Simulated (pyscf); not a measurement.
Single points on ωB97X-D3(BJ)/def2-SVP structures (PySCF, gas phase).

**Question.** Estimate the classical barrier height and the reaction energy of `[BH2][NH2]` + `[ClH]` -> `[NH2][BH][Cl]` + `[H][H]` at ωB97M-D3(BJ)/def2-TZVP. The step runs on the singlet surface, breaks B–H, Cl–H and forms B–Cl, H–H; take the separated reactants as zero.

**Answer.** ΔE‡ = 1.14 eV, ΔE = -0.73 eV. Zero-point energy shifts the barrier by +0.04 eV. It is a four-centre exchange, with an imaginary mode of 903i cm⁻¹. The same reactants have a lower exit, to H₂B–Cl + NH₃ (barrier +0.62 eV at ωB97M-D3(BJ)/def2-TZVP, against +1.14 eV here). One saddle was located; it need not be the lowest between these sides.
